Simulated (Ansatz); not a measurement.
`O=S(=O)=O` at its PBE0-D4/def2-TZVP geometry, where that method's forces vanish. The species carries charge 0 and has multiplicity 1.

```xyz
4

O    -0.9797    0.2666    0.9919
S     0.0000    0.0000    0.0000
O     0.9042   -1.0812    0.1681
O     0.0755    0.8146   -1.1600
```

Question: What forces (eV/Å) does ωB97M-V/def2-TZVPP give on these atoms in Ansatz 0.2.0? (Estimate.)

Answer: Computed: 
```
O1   0.040 -0.011 -0.040
S2   0.000  0.000  0.000
O3  -0.037  0.044 -0.007
O4  -0.003 -0.033  0.047
```
